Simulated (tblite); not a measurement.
Species: C4H3OS (doublet state).
Atom-mapped SMILES: `[SH:1][c:2]1[c:3][cH:4][cH:5][o:6]1` (hydrogens: H7 on S1; H8 on C4; H9 on C5)

Computed geometry: GFN2-xTB, gas phase. This method treats the open shell by occupation alone, without spin polarisation.

List the bond lengths, angles and torsions at this level.

```tsv
bond	length (bohr)
S1–C2	3.301
C2–C3	2.561
C3–C4	2.656
C4–C5	2.575
C5–O6	2.561
C2–O6	2.566
S1–H7	2.516
C4–H8	2.020
C5–H9	2.024
```

A selection of angles:
```tsv
angle	degrees
C2–S1–H7	93.7
S1–C2–C3	132.5
S1–C2–O6	118.4
C3–C2–O6	109.1
C2–C3–C4	108.4
C3–C4–C5	104.6
C3–C4–H8	127.6
C5–C4–H8	127.7
C4–C5–O6	111.2
C4–C5–H9	132.0
O6–C5–H9	116.8
C2–O6–C5	106.7
```

Dihedral angles: H7–S1–C2–C3 180° (antiperiplanar).

C5 (carbon bonded to C, O and H) is planar (angles 132.0°, 116.8° and 111.2°, sum 360.0°, 0.00 Å off the plane of its three neighbours). O6 (oxygen bonded to 2 C) is bent (angle 106.7°). S1 (sulfur bonded to C and H) is bent (angle 93.7°). The 5-membered ring C2–C3–C4–C5–O6 has internal angles of 104.6° to 111.2° (sum 540°, against 540° for a flat polygon); it is planar, 0.00 Å rms from its mean plane, widest ring torsion 0°. The C–C distances run from 1.355 Å (C2–C3, aromatic) to 1.405 Å (C3–C4, aromatic), a spread of 0.050 Å. C4 (carbon bonded to 2 C and H) is planar (angles 127.7°, 127.6° and 104.6°, sum 360.0°, 0.00 Å off the plane of its three neighbours). C3 (carbon bonded to 2 C) is bent (angle 108.4°).

Point group: Cs (every atom within 0.08 Å of its image). Its GFN2-xTB frequencies are all real (lowest 167 cm⁻¹). Torsions: H–S1–C2–C3 180°.

Time: 0.13 s. Hardware: INTEL XEON PLATINUM 8581C at 2.30 GHz, one thread (shared host). That covers the optimisation of the geometry.

One conformer stands for the species.
